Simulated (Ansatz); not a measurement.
A calculation on GaS (P6₃/mmc, No. 194) returned lattice constant a 3.630 Å, lattice parameter c 17.779 Å, equilibrium volume per atom 25.36 Å³/atom, formation enthalpy -0.660 eV/atom.

For reference: equilibrium volume per atom 21.57 Å³/atom (measured, temperature not stated, no zero-point or thermal correction, from a published cell, pressure not stated; as tabulated in Crystal Structures 1, 85 (1963)).

Problem. Which level of theory produced these numbers?
A. PBE (Ansatz, a first-principles code)
B. rVV10 (Ansatz)
C. LDA (Ansatz)
D. PBEsol (Ansatz)

Solution. A, PBE (Ansatz)

The others give: PBEsol 3.568 Å, 16.030 Å, 22.10 Å³/atom, -0.661 eV/atom; LDA 3.536 Å, 15.239 Å, 20.63 Å³/atom, -0.671 eV/atom; rVV10 3.651 Å, 15.548 Å, 22.44 Å³/atom, -0.679 eV/atom.

Unless a cell is named, each level is at its own relaxed cell (LDA 20.63, PBE 25.36, PBEsol 22.10, rVV10 22.44 Å³/atom).

Caveats: LDA has no dispersion term either, though it tends to give short spacings of layers, chains or molecules (LDA); the cell comes from a level without a dispersion term, which matters for the spacing of layers, chains or molecules (PBEsol, PBE). Ansatz's density-functional and Hartree–Fock values are scalar-relativistic unless marked +SOC, with PAW data made under PBE.
